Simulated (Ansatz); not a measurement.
Ba3Co: from a trial structure to a relaxed crystal

The calculation used Ansatz 0.2.0, DFT PBE, scalar-relativistic, plane waves, PAW. Cutoff 420 eV, Γ-centred k mesh, Gaussian smearing, collinear spin, first started from parallel moments.

The start puts Ba3Co on the Cu3Au (L1_2) structure type (Pm-3m, No. 221), with Co in place of Au, Ba in place of Cu, at a guessed volume.

```
CELL_PARAMETERS angstrom
4.93550 0.00000 0.00000
0.00000 4.93550 0.00000
0.00000 0.00000 4.93550
ATOMIC_POSITIONS crystal
Ba 0.00000 0.50000 0.50000
Ba 0.50000 0.00000 0.50000
Ba 0.50000 0.50000 0.00000
Co 0.00000 0.00000 0.00000
```

Cell and atoms relax at zero pressure; the relaxation can't lower the symmetry of the start. After a coarse first stage the cell is made exact in the group found at 0.06 Å.

The zero of energy is the elements' standard structures at the same level; no fitted shifts are applied.

**Question.** Which crystal results?

**Answer.** It keeps Pm-3m (No. 221). The result has the Cu3Au (L1_2) structure. Conventional cell: a = 5.541 Å. Ba has 4 Co at 3.92 Å and 8 Ba at 3.92 Å; Co is coordinated by 12 Ba at 3.92 Å.

Space group Pm-3m (No. 221). a = 5.541 Å, b = 5.541 Å, c = 5.541 Å, α = 90.00°, β = 90.00°, γ = 90.00°
| atom | site | symmetry | x | y | z |
| --- | --- | --- | --- | --- | --- |
| Ba | 3c | 4/mm.m | 0.0000 | 0.5000 | 0.5000 |
| Co | 1a | m-3m | 0.0000 | 0.0000 | 0.0000 |

**Question.** What are its volume, energy, gap and moment?

**Answer.** The volume per atom is 42.53 Å³, the density is 4.60 g/cm³ and the energy over the elements is 0.61 eV/atom. The gap on the 8×8×8 mesh is 0 eV (a metal) and the net moment per atom is 0.28 μB. The largest site moment is 1.88 μB.

The final run used a 8×8×8 mesh on its 4-atom cell and 0.10 eV smearing. The k mesh leaves about 4 meV/atom of noise in metals. Symmetry constrained the relaxation, so the result can be a saddle point. The steps took of the order of 5 core-minutes in all.